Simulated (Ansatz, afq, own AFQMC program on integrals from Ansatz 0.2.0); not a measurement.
Integrals from Ansatz 0.2.0, then the random walk in our own AFQMC program (afq).

```yaml
crystal:
  periodic: [false, false, false]
  atoms:
    - {symbol: Ga, position_ang: [0.000000, 0.000000, 0.273494]}
    - {symbol: Be, position_ang: [0.000000, 0.000000, -1.998913]}
    - {symbol: H, position_ang: [0.000000, 1.319353, 1.148196]}
    - {symbol: H, position_ang: [0.000000, -1.319353, 1.148196]}
    - {symbol: H, position_ang: [0.000000, 0.000000, -3.342377]}
basis:
  gaussian: {orbitals: cc-pVDZ}
magnetization: {spin_polarized: false}
correlation: {method: ccsd_t, electrons: outside_noble_gas, hamiltonian_folder: ham}
```

```sh
$ ansatz run in.yaml --threads 1 --pin off --events-out ev --progress --plain --max-ram 1382MiB
```

afq runs on the folder ham with

```
--method free --trial cisd --walkers 60 --time-step 0.03 --max-blocks 80 --target-error 0.00034 --factor-cut 1e-05 --seed 4754 --times 0,0.3,0.6,1.2,1.8,2.4,3.6,4.8,6 --taylor-order 8
```

Times are imaginary, in 1/Eh. The walk had a cap of 584 s. Filled inner d shells are frozen with the cores.

Output of the walk:

```
orbitals 41  electrons 4 4  factors 332 of 580
reference energy -1939.55398741 Eh
CCSD correlation -0.13755808 Eh in 11 cycles, weight of the determinant in the CISD state 0.9040
repeat  energy at the last time / Eh  error
    10  -1939.693980  0.000573
    20  -1939.694203  0.000328
    30  -1939.694280  0.000278
time / (1/Eh)  energy / Eh  error  mean overlap
  0.00  -1939.691565  0.000150  1.1054
  0.30  -1939.692663  0.000125  1.1132
  0.60  -1939.693465  0.000127  1.1002
  1.20  -1939.694097  0.000149  1.1012
  1.80  -1939.694437  0.000218  1.0968
  2.40  -1939.694579  0.000236  1.0833
  3.60  -1939.694385  0.000284  1.0992
  4.80  -1939.694683  0.000278  1.0744
  6.00  -1939.694425  0.000306  1.1107
energy -1939.694425 +/- 0.000306 Eh
```

The run passed its tests (error under three times the target), which doesn't prove that it has relaxed.

Against this walk (error 8.3 meV) on the same determinant: CCSD(T) 17.5 meV higher, CCSDT(Q) 2.8 meV lower (within the noise). The error is statistical, and a free projection of finite length keeps a remainder of its start.

Cautions: remainder of the start not in the error; no relativity below Rb; no spin-orbit coupling; inner d shell frozen.

The walk took 40 s on 1 thread of Intel(R) Xeon(R) 6975P-C (Granite Rapids), on a shared host. The log's last line is the free-projection energy.

CCSDT and higher add their correlation energy to the determinant of the CCSD(T) run, since their own runs factorise the integrals more tightly (a shift of under 2 meV). A walk keeps the symmetry of its determinant, which the program's search chose and which needn't be the lowest solution, so a lower state of the same spin and another symmetry isn't excluded.
